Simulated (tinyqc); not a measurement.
Inside a calculation (part 1 of 2). Method: ROHF in the sto-3g basis, for LiH, spin multiplicity 3. This run ends on a higher stationary point, not on the lowest solution. Computed by tinyqc, a small Python program that keeps every step (integrals from PySCF). Settings: charge = 0, multiplicity = 3, basis = sto-3g, energy threshold = 1e-10, iteration cap = 70, orthogonalisation = symmetric, start = core, DIIS depth = 0, method = ROHF. Command: `OMP_NUM_THREADS=1 python tinyqc.py 27801 27802 out.jsonl` (the two numbers bound the seeds that draw the settings). One thread of a shared host (Intel(R) Xeon(R) Processor @ 2.60GHz), about 0.1 s of CPU time with the checks. Later iterations appear only in the table of the cycle.

## One-electron integrals

Geometry (angstrom):
```
atom         x         y         z
Li    0.000000  0.000000  0.000000
H     0.000000  0.000000  1.962000
```

Basis sto-3g: exponents (1/bohr^2) and contraction coefficients of normalised primitives:
```
element  l (shell)   exponent  coefficient
Li           s (1)  16.119575     0.154329
Li           s (1)   2.936201     0.535328
Li           s (1)   0.794651     0.444635
Li           s (2)   0.636290    -0.099967
Li           s (2)   0.147860     0.399513
Li           s (2)   0.048089     0.700115
Li           p (3)   0.636290     0.155916
Li           p (3)   0.147860     0.607684
Li           p (3)   0.048089     0.391957
H            s (1)   3.425251     0.154329
H            s (1)   0.623914     0.535328
H            s (1)   0.168855     0.444635
```

Overlap, kinetic and nuclear-attraction integrals over the contracted functions; the nuclear repulsion is the sum of Za Zb / Rab.

nuclear repulsion = 0.80913947 hartree

overlap S, lower triangle:
```
           1Li 1s    1Li 2s   1Li 2px   1Li 2py   1Li 2pz     2H 1s
1Li 1s   1.000000
1Li 2s   0.241137  1.000000
1Li 2px  0.000000  0.000000  1.000000
1Li 2py  0.000000  0.000000  0.000000  1.000000
1Li 2pz  0.000000  0.000000  0.000000  0.000000  1.000000
2H 1s    0.030152  0.307421  0.000000  0.000000  0.431332  1.000000
```

kinetic energy T (hartree), lower triangle:
```
            1Li 1s    1Li 2s   1Li 2px   1Li 2py   1Li 2pz     2H 1s
1Li 1s    3.576786
1Li 2s   -0.020237  0.102163
1Li 2px   0.000000  0.000000  0.319682
1Li 2py   0.000000  0.000000  0.000000  0.319682
1Li 2pz   0.000000  0.000000  0.000000  0.000000  0.319682
2H 1s    -0.009678  0.021271  0.000000  0.000000  0.077478  0.760032
```

nuclear attraction V (hartree), lower triangle:
```
            1Li 1s     1Li 2s    1Li 2px    1Li 2py    1Li 2pz      2H 1s
1Li 1s   -8.252595
1Li 2s   -1.029381  -1.460266
1Li 2px   0.000000   0.000000  -1.424300
1Li 2py   0.000000   0.000000   0.000000  -1.424300
1Li 2pz  -0.010711  -0.101172   0.000000   0.000000  -1.503446
2H 1s    -0.125406  -0.513959   0.000000   0.000000  -0.729299  -2.035383
```

core Hamiltonian H = T + V (hartree), lower triangle:
```
            1Li 1s     1Li 2s    1Li 2px    1Li 2py    1Li 2pz      2H 1s
1Li 1s   -4.675808
1Li 2s   -1.049618  -1.358102
1Li 2px   0.000000   0.000000  -1.104618
1Li 2py   0.000000   0.000000   0.000000  -1.104618
1Li 2pz  -0.010711  -0.101172   0.000000   0.000000  -1.183764
2H 1s    -0.135084  -0.492688   0.000000   0.000000  -0.651821  -1.275351
```

## Two-electron integrals

Functions are numbered as in S; the eight-fold symmetry (ij|kl) = (ji|kl) = (kl|ij) leaves the list below.

Two-electron integrals (ij|kl) in chemists' order, unique and non-zero (hartree):
```
(11|11) 1.680395   (21|11) 0.265420   (21|21) 0.049941   (22|11) 0.397727
(22|21) 0.092860   (22|22) 0.290562   (31|31) 0.008981   (32|31) 0.013788
(32|32) 0.064184   (33|11) 0.396640   (33|21) 0.092880   (33|22) 0.290497
(33|33) 0.312946   (41|41) 0.008981   (42|41) 0.013788   (42|42) 0.064184
(43|43) 0.016869   (44|11) 0.396640   (44|21) 0.092880   (44|22) 0.290497
(44|33) 0.279207   (44|44) 0.312946   (51|51) 0.008981   (52|51) 0.013788
(52|52) 0.064184   (53|53) 0.016869   (54|54) 0.016869   (55|11) 0.396640
(55|21) 0.092880   (55|22) 0.290497   (55|33) 0.279207   (55|44) 0.279207
(55|55) 0.312946   (61|11) 0.031895   (61|21) 0.006049   (61|22) 0.011520
(61|33) 0.011385   (61|44) 0.011385   (61|51) 0.000750   (61|52) 0.001462
(61|55) 0.011795   (61|61) 0.000807   (62|11) 0.101177   (62|21) 0.024033
(62|22) 0.083025   (62|33) 0.078368   (62|44) 0.078368   (62|51) 0.003797
(62|52) 0.025735   (62|55) 0.092261   (62|61) 0.003512   (62|62) 0.043581
(63|31) 0.001623   (63|32) 0.008274   (63|53) 0.003651   (63|63) 0.002605
(64|41) 0.001623   (64|42) 0.008274   (64|54) 0.003651   (64|64) 0.002605
(65|11) 0.133562   (65|21) 0.031976   (65|22) 0.113965   (65|33) 0.106122
(65|44) 0.106122   (65|51) 0.005848   (65|52) 0.039606   (65|55) 0.129539
(65|61) 0.004804   (65|62) 0.064686   (65|65) 0.096847   (66|11) 0.269515
(66|21) 0.064915   (66|22) 0.247874   (66|33) 0.226376   (66|44) 0.226376
(66|51) 0.010546   (66|52) 0.092019   (66|55) 0.290755   (66|61) 0.009696
(66|62) 0.167745   (66|65) 0.256907   (66|66) 0.774606
```

## Orthogonalisation

S = U s U^T; symmetric (Loewdin) form X = U s^(-1/2) U^T, so that X^T S X = 1.

eigenvalues of S: 0.457172  0.802748  1.000000  1.000000  1.180577  1.559503

X, lower triangle:
```
            1Li 1s     1Li 2s   1Li 2px   1Li 2py    1Li 2pz     2H 1s
1Li 1s    1.023436
1Li 2s   -0.130360   1.070039
1Li 2px   0.000000   0.000000  1.000000
1Li 2py   0.000000   0.000000  0.000000  1.000000
1Li 2pz  -0.007086   0.064693  0.000000  0.000000   1.088561
2H 1s     0.017653  -0.192716  0.000000  0.000000  -0.264835  1.134174
```

## Starting guess

The start is the orbitals of the core Hamiltonian; D(s) = C_occ C_occ^T for each spin.

D(alpha) at the start, lower triangle:
```
            1Li 1s    1Li 2s   1Li 2px   1Li 2py   1Li 2pz     2H 1s
1Li 1s    1.023755
1Li 2s   -0.073847  0.190011
1Li 2px   0.000000  0.000000  0.996748
1Li 2py   0.000000  0.000000  0.056933  0.003252
1Li 2pz  -0.047329  0.186116  0.000000  0.000000  0.182929
2H 1s    -0.055558  0.236636  0.000000  0.000000  0.232700  0.296034
```

D(beta) at the start, lower triangle:
```
            1Li 1s     1Li 2s   1Li 2px   1Li 2py   1Li 2pz     2H 1s
1Li 1s    1.011318
1Li 2s   -0.025317   0.000634
1Li 2px   0.000000   0.000000  0.000000
1Li 2py   0.000000   0.000000  0.000000  0.000000
1Li 2pz   0.000368  -0.000009  0.000000  0.000000  0.000000
2H 1s     0.005115  -0.000128  0.000000  0.000000  0.000002  0.000026
```

## Iteration 1: building the Fock matrix

J_ij = sum D_kl (ij|kl) with D = D(alpha) + D(beta), K_ij = sum D_kl (ik|jl) for each spin; F = H + J - K(s); E = tr D H + tr D J / 2 - 0.5 sum_s tr D(s) K(s) + E_nn.

Coulomb J (hartree), lower triangle:
```
           1Li 1s    1Li 2s   1Li 2px   1Li 2py   1Li 2pz     2H 1s
1Li 1s   4.098702
1Li 2s   0.702678  1.354553
1Li 2px  0.000000  0.000000  1.360394
1Li 2py  0.000000  0.000000  0.001921  1.326875
1Li 2pz  0.011853  0.080297  0.000000  0.000000  1.369426
2H 1s    0.086608  0.421460  0.000000  0.000000  0.582451  1.322951
```

exchange K(alpha) (hartree), lower triangle:
```
           1Li 1s    1Li 2s   1Li 2px   1Li 2py   1Li 2pz     2H 1s
1Li 1s   1.701132
1Li 2s   0.277341  0.230050
1Li 2px  0.000000  0.000000  0.340628
1Li 2py  0.000000  0.000000  0.016856  0.046478
1Li 2pz  0.006633  0.141869  0.000000  0.000000  0.200522
2H 1s    0.039912  0.210570  0.000000  0.000000  0.258801  0.479718
```

exchange K(beta) (hartree), lower triangle:
```
           1Li 1s    1Li 2s   1Li 2px   1Li 2py   1Li 2pz     2H 1s
1Li 1s   1.686332
1Li 2s   0.257694  0.046215
1Li 2px  0.000000  0.000000  0.008440
1Li 2py  0.000000  0.000000  0.000000  0.008440
1Li 2pz  0.000831  0.000203  0.000000  0.000000  0.008478
2H 1s    0.030980  0.005598  0.000000  0.000000  0.000713  0.000745
```

F(alpha) (hartree), lower triangle:
```
            1Li 1s     1Li 2s    1Li 2px   1Li 2py    1Li 2pz      2H 1s
1Li 1s   -2.278238
1Li 2s   -0.624281  -0.233599
1Li 2px   0.000000   0.000000  -0.084853
1Li 2py   0.000000   0.000000  -0.014936  0.175779
1Li 2pz  -0.005491  -0.162744   0.000000  0.000000  -0.014861
2H 1s    -0.088387  -0.281799   0.000000  0.000000  -0.328171  -0.432118
```

F(beta) (hartree), lower triangle:
```
            1Li 1s     1Li 2s   1Li 2px   1Li 2py    1Li 2pz     2H 1s
1Li 1s   -2.263438
1Li 2s   -0.604634  -0.049764
1Li 2px   0.000000   0.000000  0.247336
1Li 2py   0.000000   0.000000  0.001921  0.213817
1Li 2pz   0.000311  -0.021078  0.000000  0.000000   0.177183
2H 1s    -0.079456  -0.076827  0.000000  0.000000  -0.070083  0.046855
```

total energy of this density = -7.65137260 hartree

## Iteration 1: Roothaan effective Fock matrix

With projectors Pc = D(beta) S, Po = (D(alpha) - D(beta)) S, Pv = 1 - D(alpha) S, the block xy is Px^T F Py; with Fc = (F(alpha) + F(beta))/2, the blocks are Fc for cc, oo, vv and cv, F(beta) for co and F(alpha) for ov.

effective F (hartree), lower triangle:
```
            1Li 1s     1Li 2s    1Li 2px   1Li 2py    1Li 2pz      2H 1s
1Li 1s   -2.270726
1Li 2s   -0.611034  -0.124455
1Li 2px   0.000000   0.000000   0.081241
1Li 2py   0.000000   0.000000  -0.006507  0.194798
1Li 2pz   0.001345  -0.072418   0.000000  0.000000   0.103213
2H 1s    -0.079265  -0.180207   0.000000  0.000000  -0.200652  -0.233671
```

## Iteration 1: diagonalisation and new density

Diagonalise F' = X^T F X, C = X C', fill 3 alpha and 1 beta electrons from the bottom; D(s) = C_occ C_occ^T. Each column has its largest component positive (the first on a tie).

F' = X^T F X (hartree), lower triangle:
```
           1          2          3         4          5          6
1  -2.219683
2  -0.349847   0.046427
3   0.000000   0.000000   0.081241
4   0.000000   0.000000  -0.006507  0.194798
5  -0.000563   0.005569   0.000000  0.000000   0.217189
6   0.008097  -0.163593   0.000000  0.000000  -0.226017  -0.105778
```

orbital energies (hartree): MO1 -2.272589, MO2 -0.277306, MO3 0.080870, MO4 0.126718, MO5 0.195170, MO6 0.361333

coefficients C:
```
               MO1        MO2       MO3        MO4        MO5        MO6
1Li 1s    0.992490  -0.096516  0.000000  -0.244139   0.000000  -0.104021
1Li 2s    0.029853   0.250937  0.000000   0.941389   0.000000   0.503218
1Li 2px   0.000000   0.000000  0.998373   0.000000  -0.057025   0.000000
1Li 2py   0.000000   0.000000  0.057025   0.000000   0.998373   0.000000
1Li 2pz   0.001284   0.216719  0.000000  -0.402183   0.000000   1.024997
2H 1s    -0.002853   0.791745  0.000000  -0.231284   0.000000  -0.844736
```

D(alpha) after iteration 1, lower triangle:
```
            1Li 1s    1Li 2s   1Li 2px   1Li 2py   1Li 2pz     2H 1s
1Li 1s    0.994352
1Li 2s    0.005409  0.063860
1Li 2px   0.000000  0.000000  0.996748
1Li 2py   0.000000  0.000000  0.056933  0.003252
1Li 2pz  -0.019643  0.054421  0.000000  0.000000  0.046969
2H 1s    -0.079247  0.198593  0.000000  0.000000  0.171582  0.626868
```

D(beta) after iteration 1, lower triangle:
```
            1Li 1s     1Li 2s   1Li 2px   1Li 2py    1Li 2pz     2H 1s
1Li 1s    0.985036
1Li 2s    0.029628   0.000891
1Li 2px   0.000000   0.000000  0.000000
1Li 2py   0.000000   0.000000  0.000000  0.000000
1Li 2pz   0.001274   0.000038  0.000000  0.000000   0.000002
2H 1s    -0.002831  -0.000085  0.000000  0.000000  -0.000004  0.000008
```

## Iteration 2: building the Fock matrix

As before.

Coulomb J (hartree), lower triangle:
```
           1Li 1s    1Li 2s   1Li 2px   1Li 2py   1Li 2pz     2H 1s
1Li 1s   4.035495
1Li 2s   0.692341  1.342284
1Li 2px  0.000000  0.000000  1.343944
1Li 2py  0.000000  0.000000  0.001921  1.310425
1Li 2pz  0.011174  0.087737  0.000000  0.000000  1.365741
2H 1s    0.085362  0.436772  0.000000  0.000000  0.609473  1.442489
```

exchange K(alpha) (hartree), lower triangle:
```
            1Li 1s    1Li 2s   1Li 2px   1Li 2py   1Li 2pz     2H 1s
1Li 1s    1.684478
1Li 2s    0.288376  0.201736
1Li 2px   0.000000  0.000000  0.331869
1Li 2py   0.000000  0.000000  0.016856  0.037718
1Li 2pz  -0.000127  0.105291  0.000000  0.000000  0.164714
2H 1s     0.035915  0.213089  0.000000  0.000000  0.276439  0.656455
```

exchange K(beta) (hartree), lower triangle:
```
           1Li 1s    1Li 2s   1Li 2px   1Li 2py   1Li 2pz     2H 1s
1Li 1s   1.670841
1Li 2s   0.274489  0.054806
1Li 2px  0.000000  0.000000  0.009711
1Li 2py  0.000000  0.000000  0.000000  0.009711
1Li 2pz  0.000138  0.000036  0.000000  0.000000  0.009682
2H 1s    0.034018  0.006916  0.000000  0.000000  0.000889  0.000980
```

F(alpha) (hartree), lower triangle:
```
            1Li 1s     1Li 2s    1Li 2px   1Li 2py    1Li 2pz      2H 1s
1Li 1s   -2.324791
1Li 2s   -0.645653  -0.217554
1Li 2px   0.000000   0.000000  -0.092543
1Li 2py   0.000000   0.000000  -0.014936  0.168089
1Li 2pz   0.000591  -0.118726   0.000000  0.000000   0.017263
2H 1s    -0.085637  -0.269005   0.000000  0.000000  -0.318787  -0.489317
```

F(beta) (hartree), lower triangle:
```
            1Li 1s     1Li 2s   1Li 2px   1Li 2py    1Li 2pz     2H 1s
1Li 1s   -2.311154
1Li 2s   -0.631766  -0.070624
1Li 2px   0.000000   0.000000  0.229615
1Li 2py   0.000000   0.000000  0.001921  0.196096
1Li 2pz   0.000326  -0.013471  0.000000  0.000000   0.172295
2H 1s    -0.083740  -0.062832  0.000000  0.000000  -0.043237  0.166159
```

total energy of this density = -7.71347414 hartree

## Iteration 2: Roothaan effective Fock matrix

As before.

effective F (hartree), lower triangle:
```
            1Li 1s     1Li 2s    1Li 2px   1Li 2py    1Li 2pz      2H 1s
1Li 1s   -2.318051
1Li 2s   -0.637632  -0.109886
1Li 2px   0.000000   0.000000   0.068536
1Li 2py   0.000000   0.000000  -0.006507  0.182092
1Li 2pz   0.001863  -0.030560   0.000000  0.000000   0.130978
2H 1s    -0.081355  -0.140503   0.000000  0.000000  -0.161062  -0.199935
```

## Iteration 2: diagonalisation and new density

As before.

F' = X^T F X (hartree), lower triangle:
```
           1          2          3         4          5          6
1  -2.262093
2  -0.373646   0.059413
3   0.000000   0.000000   0.068536
4   0.000000   0.000000  -0.006507  0.182092
5  -0.005065   0.038690   0.000000  0.000000   0.234231
6   0.006070  -0.132971   0.000000  0.000000  -0.197262  -0.096683
```

orbital energies (hartree): MO1 -2.320846, MO2 -0.221572, MO3 0.068164, MO4 0.114112, MO5 0.182464, MO6 0.363173

coefficients C:
```
               MO1        MO2       MO3        MO4        MO5        MO6
1Li 1s    0.990828  -0.080054  0.000000  -0.250159   0.000000  -0.118521
1Li 2s    0.036281   0.179274  0.000000   0.935480   0.000000   0.542884
1Li 2px   0.000000   0.000000  0.998373   0.000000  -0.057025   0.000000
1Li 2py   0.000000   0.000000  0.057025   0.000000   0.998373   0.000000
1Li 2pz   0.001430   0.173738  0.000000  -0.423201   0.000000   1.024721
2H 1s    -0.005053   0.849338  0.000000  -0.172111   0.000000  -0.801821
```

D(alpha) after iteration 2, lower triangle:
```
            1Li 1s    1Li 2s   1Li 2px   1Li 2py   1Li 2pz     2H 1s
1Li 1s    0.988149
1Li 2s    0.021596  0.033455
1Li 2px   0.000000  0.000000  0.996748
1Li 2py   0.000000  0.000000  0.056933  0.003252
1Li 2pz  -0.012491  0.031198  0.000000  0.000000  0.030187
2H 1s    -0.073000  0.152080  0.000000  0.000000  0.147555  0.721400
```

D(beta) after iteration 2, lower triangle:
```
            1Li 1s     1Li 2s   1Li 2px   1Li 2py    1Li 2pz     2H 1s
1Li 1s    0.981740
1Li 2s    0.035948   0.001316
1Li 2px   0.000000   0.000000  0.000000
1Li 2py   0.000000   0.000000  0.000000  0.000000
1Li 2pz   0.001417   0.000052  0.000000  0.000000   0.000002
2H 1s    -0.005007  -0.000183  0.000000  0.000000  -0.000007  0.000026
```

## Iteration 3: building the Fock matrix

As before.

Coulomb J (hartree), lower triangle:
```
           1Li 1s    1Li 2s   1Li 2px   1Li 2py   1Li 2pz     2H 1s
1Li 1s   4.022792
1Li 2s   0.690135  1.339414
1Li 2px  0.000000  0.000000  1.340053
1Li 2py  0.000000  0.000000  0.001921  1.306534
1Li 2pz  0.011034  0.089369  0.000000  0.000000  1.364954
2H 1s    0.085096  0.440433  0.000000  0.000000  0.615944  1.471756
```

exchange K(alpha) (hartree), lower triangle:
```
            1Li 1s    1Li 2s   1Li 2px   1Li 2py   1Li 2pz     2H 1s
1Li 1s    1.680854
1Li 2s    0.290143  0.189981
1Li 2px   0.000000  0.000000  0.329346
1Li 2py   0.000000  0.000000  0.016856  0.035195
1Li 2pz  -0.000389  0.094490  0.000000  0.000000  0.157220
2H 1s     0.035808  0.206396  0.000000  0.000000  0.278407  0.696074
```

exchange K(beta) (hartree), lower triangle:
```
            1Li 1s     1Li 2s   1Li 2px   1Li 2py   1Li 2pz     2H 1s
1Li 1s    1.668538
1Li 2s    0.276246   0.055818
1Li 2px   0.000000   0.000000  0.009874
1Li 2py   0.000000   0.000000  0.000000  0.009874
1Li 2pz  -0.000098  -0.000034  0.000000  0.000000  0.009821
2H 1s     0.034025   0.006987  0.000000  0.000000  0.000889  0.000980
```

F(alpha) (hartree), lower triangle:
```
            1Li 1s     1Li 2s    1Li 2px   1Li 2py    1Li 2pz      2H 1s
1Li 1s   -2.333871
1Li 2s   -0.649627  -0.208670
1Li 2px   0.000000   0.000000  -0.093912
1Li 2py   0.000000   0.000000  -0.014936  0.166720
1Li 2pz   0.000712  -0.106293   0.000000  0.000000   0.023970
2H 1s    -0.085796  -0.258651   0.000000  0.000000  -0.314284  -0.499669
```

F(beta) (hartree), lower triangle:
```
            1Li 1s     1Li 2s   1Li 2px   1Li 2py    1Li 2pz     2H 1s
1Li 1s   -2.321555
1Li 2s   -0.635729  -0.074507
1Li 2px   0.000000   0.000000  0.225561
1Li 2py   0.000000   0.000000  0.001921  0.192042
1Li 2pz   0.000421  -0.011769  0.000000  0.000000   0.171368
2H 1s    -0.084013  -0.059243  0.000000  0.000000  -0.036766  0.195425
```

total energy of this density = -7.71671307 hartree

## Iteration 3: Roothaan effective Fock matrix

As before.

effective F (hartree), lower triangle:
```
            1Li 1s     1Li 2s    1Li 2px   1Li 2py    1Li 2pz      2H 1s
1Li 1s   -2.327765
1Li 2s   -0.642105  -0.111057
1Li 2px   0.000000   0.000000   0.065824
1Li 2py   0.000000   0.000000  -0.006507  0.179381
1Li 2pz   0.001390  -0.023206   0.000000  0.000000   0.139341
2H 1s    -0.082460  -0.129980   0.000000  0.000000  -0.146110  -0.182066
```

## Iteration 3: diagonalisation and new density

As before.

F' = X^T F X (hartree), lower triangle:
```
           1          2          3         4          5          6
1  -2.271160
2  -0.376654   0.056112
3   0.000000   0.000000   0.065824
4   0.000000   0.000000  -0.006507  0.179381
5  -0.006016   0.042291   0.000000  0.000000   0.237451
6   0.004458  -0.123957   0.000000  0.000000  -0.185884  -0.085998
```

orbital energies (hartree): MO1 -2.330700, MO2 -0.200222, MO3 0.065453, MO4 0.109354, MO5 0.179753, MO6 0.357974

coefficients C:
```
               MO1        MO2       MO3        MO4        MO5        MO6
1Li 1s    0.990602  -0.079141  0.000000  -0.251819   0.000000  -0.117507
1Li 2s    0.037119   0.173552  0.000000   0.940177   0.000000   0.536537
1Li 2px   0.000000   0.000000  0.998373   0.000000  -0.057025   0.000000
1Li 2py   0.000000   0.000000  0.057025   0.000000   0.998373   0.000000
1Li 2pz   0.001582   0.163091  0.000000  -0.414235   0.000000   1.030120
2H 1s    -0.005147   0.857644  0.000000  -0.178962   0.000000  -0.791412
```

D(alpha) after iteration 3, lower triangle:
```
            1Li 1s    1Li 2s   1Li 2px   1Li 2py   1Li 2pz     2H 1s
1Li 1s    0.987555
1Li 2s    0.023035  0.031498
1Li 2px   0.000000  0.000000  0.996748
1Li 2py   0.000000  0.000000  0.056933  0.003252
1Li 2pz  -0.011340  0.028364  0.000000  0.000000  0.026601
2H 1s    -0.072974  0.148655  0.000000  0.000000  0.139866  0.735580
```

D(beta) after iteration 3, lower triangle:
```
            1Li 1s     1Li 2s   1Li 2px   1Li 2py    1Li 2pz     2H 1s
1Li 1s    0.981292
1Li 2s    0.036770   0.001378
1Li 2px   0.000000   0.000000  0.000000
1Li 2py   0.000000   0.000000  0.000000  0.000000
1Li 2pz   0.001567   0.000059  0.000000  0.000000   0.000003
2H 1s    -0.005099  -0.000191  0.000000  0.000000  -0.000008  0.000026
```
